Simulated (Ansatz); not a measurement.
# SiCl2 (SMILES Cl[Si]Cl) at 6 levels

We compute a comparison of 6 runs (UHF/STO-3G, CAM-B3LYP/STO-3G, UPBE/STO-3G, BCCD(T)/STO-3G, CCSDT/STO-3G, UCCSD(T)/STO-3G) of SiCl2. 

The results are computed with Ansatz 0.2.0.

39 further runs of the same task are left out: 5 that didn't finish, 34 set aside as unsound or not needed.

### 1 The structure to begin with

SiCl2 has 3 atoms, charge 0, and is taken as a singlet. SMILES: `Cl[Si]Cl`. The Si2–Cl1 distance was set to 3.116 Å, away from the relaxed value. At this shape a bond of the SMILES string is far longer than usual.

Bond lengths: Si2–Cl3 2.077 Å. A long bond or contact: Cl1–Si2 3.116 Å.

### 2 A single-point energy at UHF/STO-3G (run 1)

Contents of molecule.yaml:

```yaml
crystal:
  periodic: [false, false, false]
  atoms:
    - {symbol: Cl, position_ang: [0.825734, 2.410875, 0.717988]}
    - {symbol: Si, position_ang: [-0.770100, -0.010400, -0.422000]}
    - {symbol: Cl, position_ang: [0.476300, -1.593400, 0.084000]}
basis:
  gaussian:
    orbitals: STO-3G
magnetization:
  spin_polarized: true
  initial_magnetization: 0
hamiltonian:
  xc: hf
accuracy: high
```

Started as:

```
$ ansatz run molecule.yaml --threads 1 --pin off --max-ram 2610MiB --events-out events.jsonl --progress --plain --runs-dir runs
```

What it wrote:

```text
Warning: RAYON_NUM_THREADS=1 ignored (pool sized by the plan → 1); use --threads N
Functional definition: HF
  name "HF"
  exchange = exact_x
  correlation = 0
455 factors; integrals over basis functions are off by at most 1.5e-8 eV
mean field evaluation 1: about -32506.6947 eV, gradient 1.2e1 eV
mean field evaluation 2: about -32506.7288 eV, gradient 1.2e1 eV
mean field evaluation 4: about -32509.7344 eV, gradient 7.8e-1 eV
mean field evaluation 8: about -32509.7523 eV, gradient 3.2e-2 eV
mean field evaluation 16: about -32510.2068 eV, gradient 2.3e-1 eV
mean field evaluation 32: about -32509.7168 eV, gradient 1.4e0 eV
mean field evaluation 64: about -32509.3209 eV, gradient 9.4e-1 eV
mean field evaluation 96: about -32510.0706 eV, gradient 6.7e-1 eV
mean field evaluation 128: about -32508.8055 eV, gradient 5.6e0 eV
mean field evaluation 160: about -32509.3883 eV, gradient 3.8e-1 eV
mean field evaluation 192: about -32509.7247 eV, gradient 1.2e-2 eV
mean field -32510.20764955 eV, -1194.7280949108 hartree, gradient 2.0e-8 eV, S^2 0.652869; 9 other end points of the search recorded, 0 dependent functions left out
reference -32510.20764955 eV, -1194.7280949108 hartree; 24, 24 occupied and 3, 3 virtual orbitals, 455 factors
Total energy: -32510.20764955 eV, -1194.7280949108 hartree
```

Wall time 1.5 s (1 thread of Arm Neoverse V1, shared host).

### 3 The energy at CAM-B3LYP/STO-3G (run 2)

Contents of molecule.yaml:

```yaml
basis:
  gaussian:
    orbitals: STO-3G
crystal:
  periodic: [false, false, false]
  atoms:
    - {symbol: Cl, position_ang: [0.825734, 2.410875, 0.717988]}
    - {symbol: Si, position_ang: [-0.770100, -0.010400, -0.422000]}
    - {symbol: Cl, position_ang: [0.476300, -1.593400, 0.084000]}
hamiltonian:
  xc: {name: CAM-B3LYP}
accuracy: high
```

Started as:

```
$ ansatz run molecule.yaml --threads 1 --pin off --max-ram 2610MiB --events-out events.jsonl --progress --plain --runs-dir runs
```

What it wrote:

```text
Warning: RAYON_NUM_THREADS=1 ignored (pool sized by the plan → 1); use --threads N
Functional definition: CAM-B3LYP
  name "CAM-B3LYP"
  parameter alpha = 0.19
  parameter beta = 0.46
  parameter omega = 0.33/bohr
  parameter ac = 0.81
  exchange = (1 - alpha - beta)*b88_x + beta*b88_x_sr(omega) + alpha*exact_x + beta*exact_x_lr(omega)
  correlation = (1 - ac)*vwn5_c + ac*lyp_c
455 factors; integrals over basis functions are off by at most 1.5e-8 eV
168 factors; integrals over basis functions are off by at most 1.4e-9 eV
mean field evaluation 1: about -32551.5931 eV, gradient 2.0e1 eV
mean field evaluation 2: about -32474.1866 eV, gradient 8.2e1 eV
mean field evaluation 4: about -32556.0830 eV, gradient 1.8e0 eV
mean field evaluation 8: about -32556.1106 eV, gradient 1.9e-1 eV
mean field evaluation 16: about -32556.1109 eV, gradient 1.0e-5 eV
mean field -32556.11090819 eV, -1196.4150085514 hartree, gradient 2.8e-8 eV, S^2 0.000000; 0 other end points of the search recorded, 0 dependent functions left out
reference -32556.11092220 eV, -1196.4150090664 hartree; 24, 24 occupied and 3, 3 virtual orbitals, 455 factors
Total energy: -32556.11092220 eV, -1196.4150090664 hartree
```

It took 1.6 s on 1 thread of Arm Neoverse V1, shared host; peak memory 0.1 GiB.

Runs 3 to 5 aren't shown in full; the table further down has their settings and results.

### 4 The energy at UCCSD(T)/STO-3G (run 6)

Contents of molecule.yaml:

```yaml
crystal:
  periodic: [false, false, false]
  atoms:
    - symbol: Cl
      position_ang: [0.825734, 2.410875, 0.717988]
    - symbol: Si
      position_ang: [-0.770100, -0.010400, -0.422000]
    - symbol: Cl
      position_ang: [0.476300, -1.593400, 0.084000]
basis:
  gaussian:
    orbitals: STO-3G
total_charge: 0
magnetization:
  spin_polarized: true
  initial_magnetization: 0
correlation:
  method: ccsd_t
  frozen_orbitals: {Cl: 5, Si: 5}
accuracy: high
scf:
  omitted_lower_state_checks: [cluster_reference, increment]
```

Started as:

```
$ ansatz run molecule.yaml --threads 1 --pin off --max-ram 2610MiB --events-out events.jsonl --progress --plain --runs-dir runs
```

What it wrote:

```text
Warning: RAYON_NUM_THREADS=1 ignored (pool sized by the plan → 1); use --threads N
[... 18 lines left out ...]
15 core orbitals not correlated: weight in the atoms' cores, before any rotation towards them, 1.000 or more for the frozen orbitals, at most 0.000 for the correlated occupied ones
[... 47 lines left out ...]
WARN: these amplitudes may be one of several solutions (largest doubles amplitude 0.34, level shift 1.52 eV)
Total energy: -32511.79810517 eV, -1194.7865430768 hartree
Checks for a lower state left out: cluster_reference, increment
```

It took 2 s on 1 thread of Arm Neoverse V1, shared host.

### 5 Overview of the runs

| run | level | frozen core orbitals | energy (Eh) | wall time |
| --- | --- | --- | --- | --- |
| 1 | UHF/STO-3G | – | -1194.728095 | 1.5 s |
| 2 | CAM-B3LYP/STO-3G | – | -1196.415009 | 1.6 s |
| 3 | UPBE/STO-3G | – | -1195.918303 | 6.6 s |
| 4 | BCCD(T)/STO-3G | 15 | -1194.786430 | 0.38 s |
| 5 | CCSDT/STO-3G | 15 | -1194.787426 | 0.54 s |
| 6 | UCCSD(T)/STO-3G | 15 | -1194.786543 | 2 s |

### 6 Results

| quantity | value |
| --- | --- |
| run 6: total energy | -1194.78654 Eh |
| run 6: correlation energy (15 core orbitals frozen) | -58.4 mEh |
| run 6: (T) correction | -2.62 mEh |
| run 6: ⟨S²⟩ of the reference determinant | 0.653 |
| run 6: T1 diagnostic | 0.076 |

What this shows: Below the UHF energy at the same shape and in the same basis (STO-3G): BCCD(T) -58.3 mEh; CCSDT -59.3 mEh; UCCSD(T) -58.4 mEh. Some of these start from another determinant than that one, so these aren't their correlation energies. Totals of different functionals can't be ranked against each other. In runs 4, 5 the log says that unrestricted orbitals would lower the reference, so the values rest on an unstable closed-shell determinant (other closed-shell runs at this shape may share the fault). In runs 1, 2, 3, 4, 5, 6 the basis is minimal, so the values are rough. Spin contamination of the reference: run 1 ⟨S²⟩ = 0.65, run 6 ⟨S²⟩ = 0.65. Where it is this large, the reference is a mixture of spin states, and values that rest on it are in doubt. All runs together took 13 s, the longest 6.6 s.
